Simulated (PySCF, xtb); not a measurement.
C3H7Cl, SMILES CCCCl. Other conformers were not sampled.

Harmonic wavenumbers (cm⁻¹) from GFN2-xTB in xtb at its own minimum, in rising order: 119, 205, 285, 416, 665, 819, 882, 937, 1068, 1075, 1117, 1196, 1239, 1268, 1339, 1414, 1438, 1474, 1498, 1500, 2966, 2979, 2984, 2994, 3036, 3045, 3050.

Question: What does PBE0-D3(BJ)/def2-SVP (PySCF) give at its own minimum? (The exact figures need the calculation; the answer reports its results.)

Answer: 146, 223, 303, 430, 682, 797, 876, 914, 1053, 1083, 1118, 1229, 1275, 1319, 1369, 1405, 1450, 1456, 1471, 1480, 3054, 3058, 3096, 3112, 3151, 3165, 3171. Paired by order, the mean absolute difference is 43 cm⁻¹ and the zero-point energies are 58.6 and 59.9 kcal/mol.
